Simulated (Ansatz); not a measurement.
Harmonic frequencies (cm⁻¹) at PBE0-D4/def2-TZVP from Ansatz: 206, 339, 493, 640, 682, 694, 784, 798, 809, 921, 932, 941, 966, 976, 1020, 1101, 1105, 1260, 1352, 1375, 1454, 1554, 1636, 1723, 3159, 3222, 3232, 3249, 3250, 3256.

Which molecule is it?
A. `C=C1C=CC1=C`
B. `C1=CC2C=CC12`
C. `C=C1C=CC=C1`
D. `C12C3C1C1C2C31`

C.
